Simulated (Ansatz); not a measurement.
## BH3, singlet: CASSCF and its corrections

Computed with Ansatz's Gaussian-basis code (development build). Basis cc-pVDZ, nonrelativistic, 1 orbital frozen in the corrections. State-specific CASSCF; RHF is the lowest restricted (open-shell) Hartree–Fock solution met. No symmetry is imposed, so a solution can break that of the shape. Lower solutions, or ones in other orbitals, may exist.

Geometry:

```xyz
4

B     0.0000    0.0000    0.0000
H     1.3031    0.0000    0.0000
H    -0.6515    1.1285    0.0000
H    -0.6515   -1.1285    0.0000
```

(1) What do CASSCF and its corrections give against RHF in CAS(6,7), and what are the occupations?

Results:

(1) CASSCF -1.578 eV, SC-NEVPT2 -2.725 eV; occupations 1.98, 1.97, 1.97, 0.03, 0.02, 0.02, 0.01.
